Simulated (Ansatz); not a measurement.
A made-up structure of SiH₂SO, singlet:

```xyz
5
angstrom
O -0.7433 -0.6695 1.4877
Si -0.4393 -0.2456 -0.0448
S 0.9486 0.6649 -0.7295
H -1.0701 -0.4001 -1.3304
H 1.3041 0.6503 0.6170
```

It is relaxed with PBE-D4/def2-SVP and then PBE0-D4/def2-TZVP (Ansatz 0.2.0). Atoms count as bonded within 1.22 times the sum of their covalent radii (H–H: 0.88 Å). The end point is not checked to be a true minimum.

**Question.** Does its bonding change? (Judge from chemistry; the calculation decides.)

**Answer.** The calculation gives: No: no bond forms or breaks.

Where it ends: The first stage lowers the energy by 1.97 eV in 6 steps. It ends as SiH₂SO ([O][SiH][SH]):
```
atom    x (Å)    y (Å)    z (Å)
  O1  -0.8986  -0.7357   1.3442
 Si2  -0.5419  -0.3017  -0.0630
  S3   1.1611   0.7710  -0.6309
  H4  -1.3347  -0.5595  -1.2862
  H5   1.6140   0.8259   0.6360
```

Labels in which every atom is bracketed show which atoms are joined, not bond orders.

For scale, one of the runs: PBE0-D4/def2-TZVP relaxation, 117 basis functions, launched by `ansatz run in.yaml --threads 2 --pin off --events-out ev --progress --plain --max-ram 4352MiB`. Hardware: 2 CPU threads of an Arm Neoverse V1, shared host. Wall time about 9.5 s.
